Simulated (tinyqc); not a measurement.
Inside a calculation. Method: RKS/LDA (PW92) in the sto-3g basis, for H2O, spin multiplicity 1. One step of it, computed by the program tinyqc.

Task: Iteration 2: building the Kohn-Sham matrix. J_ij = sum D_kl (ij|kl); F = H + J + V_xc; E = tr D H + tr D J / 2 + E_xc + E_nn.

D after iteration 1, order 1O 1s, 1O 2s, 1O 2px, 1O 2py, 1O 2pz, 2H 1s, 3H 1s:
$$\begin{pmatrix}
2.116233 & -0.488901 & -0.005239 & 0.003760 & 0.031624 & -0.014724 & -0.003751 \\
-0.488901 & 2.061235 & 0.034693 & -0.018152 & -0.195018 & 0.052352 & -0.000369 \\
-0.005239 & 0.034693 & 1.998272 & -0.002499 & 0.027737 & -0.041112 & -0.048552 \\
0.003760 & -0.018152 & -0.002499 & 1.704895 & 0.022544 & 0.246617 & -0.240647 \\
0.031624 & -0.195018 & 0.027737 & 0.022544 & 1.758980 & 0.191816 & 0.259256 \\
-0.014724 & 0.052352 & -0.041112 & 0.246617 & 0.191816 & 0.059731 & -0.004491 \\
-0.003751 & -0.000369 & -0.048552 & -0.240647 & 0.259256 & -0.004491 & 0.074901
\end{pmatrix}$$

core Hamiltonian H = T + V (hartree), order 1O 1s, 1O 2s, 1O 2px, 1O 2py, 1O 2pz, 2H 1s, 3H 1s:
$$\begin{pmatrix}
-32.530413 & -7.567712 & 0.000000 & 0.000000 & -0.013757 & -1.083311 & -1.083311 \\
-7.567712 & -9.155749 & 0.000000 & 0.000000 & -0.169657 & -2.624842 & -2.624842 \\
0.000000 & 0.000000 & -7.309207 & 0.000000 & 0.000000 & 0.000000 & 0.000000 \\
0.000000 & 0.000000 & 0.000000 & -7.401331 & 0.000000 & -1.493205 & 1.493205 \\
-0.013757 & -0.169657 & 0.000000 & 0.000000 & -7.375465 & -1.311089 & -1.311089 \\
-1.083311 & -2.624842 & 0.000000 & -1.493205 & -1.311089 & -4.366139 & -0.981568 \\
-1.083311 & -2.624842 & 0.000000 & 1.493205 & -1.311089 & -0.981568 & -4.366139
\end{pmatrix}$$

Two-electron integrals (ij|kl) in chemists' order, unique and non-zero (hartree):
```
(11|11) 4.785065    (21|11) 0.741380    (21|21) 0.136873    (22|11) 1.118947
(22|21) 0.256633    (22|22) 0.817206    (31|31) 0.024477    (32|31) 0.037809
(32|32) 0.180518    (33|11) 1.115814    (33|21) 0.256684    (33|22) 0.817023
(33|33) 0.880159    (41|41) 0.024477    (42|41) 0.037809    (42|42) 0.180518
(43|43) 0.047444    (44|11) 1.115814    (44|21) 0.256684    (44|22) 0.817023
(44|33) 0.785270    (44|44) 0.880159    (51|51) 0.024477    (52|51) 0.037809
(52|52) 0.180518    (53|53) 0.047444    (54|54) 0.047444    (55|11) 1.115814
(55|21) 0.256684    (55|22) 0.817023    (55|33) 0.785270    (55|44) 0.785270
(55|55) 0.880159    (61|11) 0.106414    (61|21) 0.019499    (61|22) 0.036390
(61|33) 0.036319    (61|41) 0.000676    (61|42) 0.001277    (61|44) 0.036446
(61|51) 0.000574    (61|52) 0.001083    (61|54) 0.000108    (61|55) 0.036410
(61|61) 0.002813    (62|11) 0.282491    (62|21) 0.065707    (62|22) 0.234581
(62|33) 0.230426    (62|41) 0.003763    (62|42) 0.029852    (62|44) 0.237541
(62|51) 0.003191    (62|52) 0.025317    (62|54) 0.006035    (62|55) 0.235543
(62|61) 0.009561    (62|62) 0.086360    (63|31) 0.006581    (63|32) 0.039370
(63|43) 0.006053    (63|53) 0.005134    (63|63) 0.011744    (64|11) 0.162834
(64|21) 0.038337    (64|22) 0.146131    (64|33) 0.139646    (64|41) 0.008491
(64|42) 0.056787    (64|44) 0.155930    (64|51) 0.001620    (64|52) 0.014771
(64|54) 0.008676    (64|55) 0.142650    (64|61) 0.005802    (64|62) 0.065408
(64|64) 0.060723    (65|11) 0.138095    (65|21) 0.032513    (65|22) 0.123930
(65|33) 0.118430    (65|41) 0.001620    (65|42) 0.014771    (65|44) 0.121973
(65|51) 0.007955    (65|52) 0.051897    (65|54) 0.009058    (65|55) 0.131245
(65|61) 0.004920    (65|62) 0.055471    (65|64) 0.041538    (65|65) 0.046971
(66|11) 0.449708    (66|21) 0.106272    (66|22) 0.437013    (66|33) 0.420202
(66|41) 0.007270    (66|42) 0.081265    (66|44) 0.449227    (66|51) 0.006166
(66|52) 0.068918    (66|54) 0.024615    (66|55) 0.441077    (66|61) 0.015564
(66|62) 0.210865    (66|64) 0.182290    (66|65) 0.154595    (66|66) 0.774606
(71|11) 0.106414    (71|21) 0.019499    (71|22) 0.036390    (71|33) 0.036319
(71|41) -0.000676   (71|42) -0.001277   (71|44) 0.036446    (71|51) 0.000574
(71|52) 0.001083    (71|54) -0.000108   (71|55) 0.036410    (71|61) 0.002773
(71|62) 0.009279    (71|64) 0.005188    (71|65) 0.004780    (71|66) 0.014995
(71|71) 0.002813    (72|11) 0.282491    (72|21) 0.065707    (72|22) 0.234581
(72|33) 0.230426    (72|41) -0.003763   (72|42) -0.029852   (72|44) 0.237541
(72|51) 0.003191    (72|52) 0.025317    (72|54) -0.006035   (72|55) 0.235543
(72|61) 0.009279    (72|62) 0.069055    (72|64) 0.036359    (72|65) 0.043122
(72|66) 0.136367    (72|71) 0.009561    (72|72) 0.086360    (73|31) 0.006581
(73|32) 0.039370    (73|43) -0.006053   (73|53) 0.005134    (73|63) 0.009059
(73|73) 0.011744    (74|11) -0.162834   (74|21) -0.038337   (74|22) -0.146131
(74|33) -0.139646   (74|41) 0.008491    (74|42) 0.056787    (74|44) -0.155930
(74|51) -0.001620   (74|52) -0.014771   (74|54) 0.008676    (74|55) -0.142650
(74|61) -0.005188   (74|62) -0.036359   (74|64) -0.010534   (74|65) -0.022270
(74|66) -0.065618   (74|71) -0.005802   (74|72) -0.065408   (74|74) 0.060723
(75|11) 0.138095    (75|21) 0.032513    (75|22) 0.123930    (75|33) 0.118430
(75|41) -0.001620   (75|42) -0.014771   (75|44) 0.121973    (75|51) 0.007955
(75|52) 0.051897    (75|54) -0.009058   (75|55) 0.131245    (75|61) 0.004780
(75|62) 0.043122    (75|64) 0.022270    (75|65) 0.035595    (75|66) 0.092810
(75|71) 0.004920    (75|72) 0.055471    (75|74) -0.041538   (75|75) 0.046971
(76|11) 0.096117    (76|21) 0.022589    (76|22) 0.088402    (76|33) 0.086195
(76|44) 0.087804    (76|51) 0.001657    (76|52) 0.016056    (76|55) 0.091109
(76|61) 0.003257    (76|62) 0.032976    (76|64) 0.021742    (76|65) 0.023832
(76|66) 0.086488    (76|71) 0.003257    (76|72) 0.032976    (76|74) -0.021742
(76|75) 0.023832    (76|76) 0.016178    (77|11) 0.449708    (77|21) 0.106272
(77|22) 0.437013    (77|33) 0.420202    (77|41) -0.007270   (77|42) -0.081265
(77|44) 0.449227    (77|51) 0.006166    (77|52) 0.068918    (77|54) -0.024615
(77|55) 0.441077    (77|61) 0.014995    (77|62) 0.136367    (77|64) 0.065618
(77|65) 0.092810    (77|66) 0.297599    (77|71) 0.015564    (77|72) 0.210865
(77|74) -0.182290   (77|75) 0.154595    (77|76) 0.086488    (77|77) 0.774606
```

nuclear repulsion = 7.62124843 hartree

V_xc (hartree), order 1O 1s, 1O 2s, 1O 2px, 1O 2py, 1O 2pz, 2H 1s, 3H 1s:
$$\begin{pmatrix}
-2.931382 & -0.425647 & -0.000196 & 0.000141 & 0.001044 & -0.061376 & -0.061383 \\
-0.425647 & -0.829555 & -0.000968 & 0.000910 & 0.001247 & -0.216284 & -0.216787 \\
-0.000196 & -0.000968 & -0.826946 & 0.000062 & -0.000727 & -0.000125 & -0.000125 \\
0.000141 & 0.000910 & 0.000062 & -0.823632 & -0.000602 & -0.128111 & 0.128896 \\
0.001044 & 0.001247 & -0.000727 & -0.000602 & -0.823699 & -0.109349 & -0.109771 \\
-0.061376 & -0.216284 & -0.000125 & -0.128111 & -0.109349 & -0.330666 & -0.070062 \\
-0.061383 & -0.216787 & -0.000125 & 0.128896 & -0.109771 & -0.070062 & -0.335961
\end{pmatrix}$$

E_xc = sum of w rho eps_xc = -9.33097667 hartree

Give: Coulomb J; Kohn-Sham matrix F; total energy of this density.

Result:

Coulomb J (hartree), order 1O 1s, 1O 2s, 1O 2px, 1O 2py, 1O 2pz, 2H 1s, 3H 1s:
$$\begin{pmatrix}
18.1709 & 3.4530 & 0.0012 & -0.0010 & -0.0033 & 0.4921 & 0.4922 \\
3.4530 & 8.5995 & 0.0051 & -0.0057 & 0.0049 & 2.4109 & 2.4131 \\
0.0012 & 0.0051 & 8.5946 & -0.0001 & 0.0017 & 0.0011 & 0.0011 \\
-0.0010 & -0.0057 & -0.0001 & 8.5905 & 0.0013 & 1.4816 & -1.4855 \\
-0.0033 & 0.0049 & 0.0017 & 0.0013 & 8.5897 & 1.2608 & 1.2619 \\
0.4921 & 2.4109 & 0.0011 & 1.4816 & 1.2608 & 4.4198 & 0.8971 \\
0.4922 & 2.4131 & 0.0011 & -1.4855 & 1.2619 & 0.8971 & 4.4297
\end{pmatrix}$$

Kohn-Sham matrix F (hartree), order 1O 1s, 1O 2s, 1O 2px, 1O 2py, 1O 2pz, 2H 1s, 3H 1s:
$$\begin{pmatrix}
-17.2909 & -4.5403 & 0.0010 & -0.0009 & -0.0160 & -0.6526 & -0.6525 \\
-4.5403 & -1.3858 & 0.0041 & -0.0048 & -0.1635 & -0.4302 & -0.4285 \\
0.0010 & 0.0041 & 0.4585 & -0.0001 & 0.0010 & 0.0009 & 0.0010 \\
-0.0009 & -0.0048 & -0.0001 & 0.3655 & 0.0007 & -0.1397 & 0.1366 \\
-0.0160 & -0.1635 & 0.0010 & 0.0007 & 0.3905 & -0.1597 & -0.1589 \\
-0.6526 & -0.4302 & 0.0009 & -0.1397 & -0.1597 & -0.2770 & -0.1546 \\
-0.6525 & -0.4285 & 0.0010 & 0.1366 & -0.1589 & -0.1546 & -0.2724
\end{pmatrix}$$

total energy of this density = -74.038803 hartree
